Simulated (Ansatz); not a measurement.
## How the band gap of trigonal Se moves with the method

No measured value is used here.

```json
[
 {"level (code)": "LDA+SOC (Ansatz)", "value (eV)": "[?]", "cell (Å³/atom)": "27.26"},
 {"level (code)": "RPBE (Ansatz)", "value (eV)": "[?]", "cell (Å³/atom)": "27.26"},
 {"level (code)": "PBE-D4 (Ansatz)", "value (eV)": "0.51", "cell (Å³/atom)": "24.41"},
 {"level (code)": "r²SCAN+SOC (Ansatz)", "value (eV)": "1.25 (indirect)", "cell (Å³/atom)": "27.26"},
 {"level (code)": "B3LYP (VWN-RPA form) (Ansatz)", "value (eV)": "2.13 (indirect)", "cell (Å³/atom)": "27.26"},
 {"level (code)": "G0W0@PBE+SOC (Ansatz)", "value (eV)": "1.67 ± 0.08", "cell (Å³/atom)": "27.26"}
]
```

Problem. Fill in the missing entries.

Solution. 
- LDA+SOC (Ansatz, a quantum-chemistry and plane-wave program), value (eV): 0.90 (indirect)
- RPBE (Ansatz), value (eV): 1.07 (indirect)

Computed values are for a static lattice. Levels without +SOC have no spin–orbit coupling; where heavier elements are present it shifts gaps, mostly down, and can invert bands.  A ± on a computed value is a rough bar: the spread of its extrapolation, a floor set from checks against published values, or a statistical error. PBE-D4: the gap is read on the k mesh or supercell of the run alone and can be too large. G0W0@PBE+SOC: spin–orbit coupling enters as the shift of the gap found with a semilocal functional. Values are at the measured cell; PBE-D4 at the level's own relaxed cell. Cutoffs and k meshes differ between the levels. Ansatz's density-functional and Hartree–Fock values are scalar-relativistic unless marked +SOC, with PAW data made under PBE.
